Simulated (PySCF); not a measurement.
**UPBE0/STO-6G run of NO2 (nitrogen dioxide)**

Aim: the vertical ionisation energy of NO2 (nitrogen dioxide) at UPBE0/STO-6G, from 2 runs. The job is set up through a Python script.

Program for the calculation: PySCF 2.14.0.

17 further runs of the same task are left out: 7 that didn't finish, 10 set aside as unsound or not needed.

## (1) Starting point

NO2 has 3 atoms, charge 0, and is taken as a doublet. As SMILES, `[O]N=O`. The coordinates come from a PBE0-D4/def2-TZVP relaxation.

Bond lengths: O1–N2 1.183 Å, N2–O3 1.183 Å. Angles: O1–N2–O3 134.8°.

## (2) A single-point energy at UPBE0/STO-6G

input.py

```python
from pyscf import gto, dft

mol = gto.M(
    atom=[
    ('O', (0.209760, -1.082190, 0.000620)),
    ('N', (-0.265470, -0.009110, -0.145890)),
    ('O', (0.055690, 1.091300, 0.145270)),
],
    spin=1,
    basis='sto-6g',
    max_memory=1860,
    verbose=3,
    charge=0,
)

mf = dft.UKS(mol)
mf.xc = 'pbe0'
mf.grids.level = 5
mf.conv_tol = 1e-10
mf.kernel()
if not mf.converged:
    mf = mf.newton().run(mf.mo_coeff, mf.mo_occ)

energy = mf.e_tot
print(f'total energy: {energy:.8f} hartree')
```

Command:

```bash
$ OMP_NUM_THREADS=1 python input.py
```

Output:

```text
WARN: HOMO -0.135792242568915 >= LUMO -0.135792242568914

converged SCF energy = -204.01878670042  <S^2> = 0.75217416  2S+1 = 2.002173
total energy: -204.01878670 hartree
```

Run time: 3 s. Hardware: 1 thread of Arm Neoverse V1, shared host; peak memory 0.18 GiB.

## (3) The singlet cation, same level

input.py

```python
from pyscf import gto, dft

system = gto.M(
    atom='''
O        0.209760      -1.082190       0.000620
N       -0.265470      -0.009110      -0.145890
O        0.055690       1.091300       0.145270
''',
    charge=1,
    verbose=4,
    basis='sto-6g',
    max_memory=1860,
)

calc0 = dft.RKS(system)
calc0.xc = 'pbe0'
calc0.conv_tol = 1e-10
calc0.grids.level = 5
calc0.kernel()
if not calc0.converged:
    calc0 = calc0.newton().run(calc0.mo_coeff, calc0.mo_occ)

etot = calc0.e_tot
print(f'total energy: {etot:.8f} hartree')
```

Command:

```bash
$ OMP_NUM_THREADS=1 python input.py
```

Output:

```text
PySCF version 2.14.0

[INPUT] num. atoms = 3
[INPUT] num. electrons = 22
[INPUT] charge = 1
[INPUT] spin (= nelec alpha-beta = 2S) = 0
[INPUT] symmetry False subgroup None
[INPUT] Mole.unit = angstrom
[INPUT] Symbol           X                Y                Z      unit          X                Y                Z       unit  Magmom
[INPUT]  1 O      0.209760000000  -1.082190000000   0.000620000000 AA    0.396388951889  -2.045042714743   0.001171630197 Bohr   0.0
[INPUT]  2 N     -0.265470000000  -0.009110000000  -0.145890000000 AA   -0.501665594288  -0.017215404995  -0.275692144313 Bohr   0.0
[INPUT]  3 O      0.055690000000   1.091300000000   0.145270000000 AA    0.105238847877   2.062258119738   0.274520514116 Bohr   0.0

nuclear repulsion = 65.6205622004729
number of shells = 9
number of NR pGTOs = 90
number of NR cGTOs = 15
basis = sto-6g
ecp = {}

******** <class 'pyscf.dft.rks.RKS'> ********
method = RKS
initial guess = minao
damping factor = 0
level_shift factor = 0
DIIS = <class 'pyscf.scf.diis.CDIIS'>
diis_start_cycle = 1
diis_space = 8
diis_damp = 0
SCF conv_tol = 1e-10
SCF conv_tol_grad = None
SCF max_cycles = 50
direct_scf = True
direct_scf_tol = 1e-13
XC library pyscf.dft.libxc version 7.0.0
    S. Lehtola, C. Steigemann, M. J.T. Oliveira, and M. A.L. Marques.,  SoftwareX 7, 1–5 (2018)
XC functionals = pbe0
radial grids:
    Treutler-Ahlrichs [JCP 102, 346 (1995); DOI:10.1063/1.469408] (M4) radial grids

becke partition: Becke, JCP 88, 2547 (1988); DOI:10.1063/1.454033
pruning grids: <function nwchem_prune>
grids dens level: 5
symmetrized grids: False
atomic radii adjust function: <function treutler_atomic_radii_adjust>
small_rho_cutoff = 0
Set gradient conv threshold to 1e-05
Initial guess from minao.
tot grids = 128072
init E= -204.857696238282
  HOMO = -0.327619416553982  LUMO = -0.135792242568916  gap/eV = 5.21988
cycle= 1 E= -203.417098553834  delta_E= 1.44  |g|= 0.985  |ddm|= 2.92
  HOMO = -0.625053760851758  LUMO = -0.507893791627641  gap/eV = 3.18809
cycle= 2 E= -203.062101741348  delta_E= 0.355  |g|= 1.44  |ddm|= 2.61
  HOMO = -0.721672802568811  LUMO = -0.519179347579259  gap/eV = 5.51013
cycle= 3 E= -203.671208327848  delta_E= -0.609  |g|= 0.0621  |ddm|= 1.67
  HOMO = -0.720041489206975  LUMO = -0.519903578084767  gap/eV = 5.44603
cycle= 4 E= -203.672225368566  delta_E= -0.00102  |g|= 0.00583  |ddm|= 0.0621
  HOMO = -0.720874983618259  LUMO = -0.520265825064892  gap/eV = 5.45885
cycle= 5 E= -203.672231029807  delta_E= -5.66e-06  |g|= 0.00313  |ddm|= 0.00549
  HOMO = -0.720887546272256  LUMO = -0.520268915844588  gap/eV = 5.45911
cycle= 6 E= -203.672233185011  delta_E= -2.16e-06  |g|= 0.00125  |ddm|= 0.00364
  HOMO = -0.720921807251138  LUMO = -0.520272998862249  gap/eV = 5.45993
cycle= 7 E= -203.672233571889  delta_E= -3.87e-07  |g|= 8.02e-05  |ddm|= 0.00114
  HOMO = -0.720924892545846  LUMO = -0.520270719291801  gap/eV = 5.46008
cycle= 8 E= -203.672233573457  delta_E= -1.57e-09  |g|= 2.73e-06  |ddm|= 8.05e-05
  HOMO = -0.720924786994472  LUMO = -0.520270749419342  gap/eV = 5.46007
cycle= 9 E= -203.672233573459  delta_E= -1.59e-12  |g|= 5.42e-07  |ddm|= 2.26e-06
  HOMO = -0.720924705871867  LUMO = -0.520270765940259  gap/eV = 5.46007
Extra cycle  E= -203.672233573459  delta_E= -5.68e-14  |g|= 1.03e-06  |ddm|= 1.43e-06
converged SCF energy = -203.672233573459
total energy: -203.67223357 hartree
```

Wall time 2.2 s (1 thread of Arm Neoverse V1, shared host); peak memory 0.18 GiB.

## (4) Results

At UPBE0/STO-6G:

```
                                          quantity          value
                         doublet NO2: total energy  -204.01879 Eh
                        doublet NO2: dipole moment         0.03 D
   doublet NO2: HOMO energy (highest over α and β)       -4.65 eV
    doublet NO2: LUMO energy (lowest over α and β)        0.07 eV
                                 doublet NO2: ⟨S²⟩          0.752
                      singlet cation: total energy  -203.67223 Eh
                       singlet cation: HOMO energy      -19.62 eV
                       singlet cation: LUMO energy      -14.16 eV
                     singlet cation: HOMO–LUMO gap        5.46 eV
vertical ionisation energy (to the singlet cation)       9.430 eV
```

The vertical ionisation energy comes to 9.43 eV (217 kcal/mol). Only the singlet of the ionised species was computed; a triplet could lie lower. In a minimal basis such a difference can be off by several eV, whatever the method. Mulliken charges (doublet NO2) run from -0.07 on O1 to +0.14 on N2; they depend strongly on the basis. Mulliken charges (singlet cation) run from +0.28 on O1 to +0.44 on N2; they depend strongly on the basis.
